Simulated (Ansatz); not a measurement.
# BH3O: the cost of one run

Method: RKS PBE-D4/cc-pVDZ, in Ansatz 0.2.0.

## Step 1: Starting point

Bond lengths: B1–O2 1.610 Å, O2–H3 1.010 Å, B1–H5 1.190 Å. Angles: B1–O2–H3 75.9°, O2–B1–H5 155.0°.

Structure file:

```xyz
5

B     0.0000    0.0000    0.0000
O     0.9238    0.0000    1.3186
H     0.0143   -0.2814    1.6557
H     1.3899    0.0000    0.0173
H    -1.0305    0.0000   -0.5950
```

## Step 2: Pulling towards end A

Springs on the bonds that form and break draw the guess towards this end; the thresholds are loose.

input.yaml reads:

```yaml
crystal:
  periodic: [false, false, false]
  atoms:
    - { symbol: B, position_ang: [0.0, 0.0, 0.0] }
    - { symbol: O, position_ang: [0.9238, 0.0, 1.3186] }
    - { symbol: H, position_ang: [0.0143, -0.2814, 1.6557] }
    - { symbol: H, position_ang: [1.3899, 0.0, 0.0173] }
    - { symbol: H, position_ang: [-1.0305, 0.0, -0.595] }
basis:
  gaussian: { orbitals: cc-pVDZ }
hamiltonian:
  xc: pbe
  dispersion: d4
relax:
  f_tol: 0.15
  max_steps: 25
  restrain:
    - { distance: [1, 3], at: 2.21, k: 30.0 }
    - { distance: [0, 1], at: 1.41, k: 30.0 }
    - { distance: [0, 3], at: 1.19, k: 30.0 }
```

Launch:

```bash
$ ansatz run input.yaml --threads 1 --pin off --max-ram 2048MiB --backend cpu --events-out ev --progress --plain --runs-dir out
```

What time and memory should one allow on 1 thread of Arm Neoverse V2, shared host?

About 5 s, with a peak of 0.094 GiB.
